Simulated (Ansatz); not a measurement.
The input, for Ansatz 0.2.0:

```yaml
crystal:
  periodic: [false, false, false]
  atoms:
    - {symbol: C, position_ang: [0.000000, -0.356652, 1.647526]}
    - {symbol: Si, position_ang: [0.000000, 0.302766, 0.041878]}
    - {symbol: C, position_ang: [0.000000, -0.345459, -1.529412]}
    - {symbol: H, position_ang: [0.000000, -0.069934, -2.574356]}
basis:
  gaussian: {orbitals: STO-3G}
magnetization: {spin_polarized: false, initial_magnetization: 5}
correlation: {method: ccsdt_q_b, electrons: all}
```

```sh
$ ansatz run in.yaml --threads 1 --pin off --events-out ev --progress --plain --max-ram 2393MiB
```

(1) Roughly how long does this take on 1 thread of AMD EPYC 9R14, shared host, and how much host memory?

```
350 factors; integrals over basis functions are off by at most 2.6e-8 eV
mean field evaluation 1: about -9810.3821 eV, gradient 1.1e1 eV
mean field evaluation 2: about -9810.4192 eV, gradient 1.1e1 eV
mean field evaluation 4: about -9811.9682 eV, gradient 2.9e0 eV
mean field evaluation 8: about -9812.7213 eV, gradient 1.0e0 eV
mean field evaluation 16: about -9812.7742 eV, gradient 1.2e-6 eV
mean field evaluation 32: about -9811.8448 eV, gradient 2.8e-5 eV
mean field evaluation 64: about -9811.8448 eV, gradient 9.2e-4 eV
mean field evaluation 96: about -9811.6827 eV, gradient 2.1e0 eV
mean field evaluation 128: about -9811.6394 eV, gradient 2.1e0 eV
mean field evaluation 160: about -9811.8448 eV, gradient 1.1e-6 eV
mean field -9812.77419601 eV, -360.6128003661 hartree, gradient 1.2e-6 eV, S^2 8.750000; 4 other end points of the search recorded, 0 dependent functions left out
...
determinant -9812.77419601 eV, -360.6128003661 hartree, with singles and doubles -9815.65730936 eV, -360.7187528277 hartree
determinant -9811.84483352 eV, -360.5786469245 hartree, with singles and doubles -9815.90898550 eV, -360.7280017551 hartree
determinant -9812.77419601 eV, -360.6128003661 hartree, with singles and doubles -9815.66072484 eV, -360.7188783441 hartree
determinant -9811.84483352 eV, -360.5786469245 hartree, with singles and doubles -9815.96890196 eV, -360.7302036445 hartree
...
reference -9811.84483352 eV, -360.5786469245 hartree; 16, 11 occupied and 4, 9 virtual orbitals, 350 factors
second order -2.61781712 eV of doubles, -0.09433125 eV of singles
...
cycle  15  -4.25693479 eV  change   -5.6e-5 eV  update   2.3e-4
cycle  16  -4.25712318 eV  change   -1.9e-4 eV  update   1.4e-4
cycle  17  -4.25717431 eV  change   -5.1e-5 eV  update   8.2e-5
cycle  18  -4.25723619 eV  change   -6.2e-5 eV  update   5.3e-5
cycle  19  -4.25723191 eV  change    4.3e-6 eV  update   3.8e-5
cycle  20  -4.25722219 eV  change    9.7e-6 eV  update   2.6e-5
cycle  21  -4.25723230 eV  change   -1.0e-5 eV  update   1.6e-5
cycle  22  -4.25723992 eV  change   -7.6e-6 eV  update   8.0e-6
cycle  23  -4.25724307 eV  change   -3.1e-6 eV  update   4.2e-6
cycle  24  -4.25724432 eV  change   -1.3e-6 eV  update   2.7e-6
perturbative correction -0.00911962 eV, -0.0003351399 hartree
Total energy: -9816.11119746 eV, -360.7354329075 hartree
```

Answers

(1) 17 s wall and 0.57 GiB.
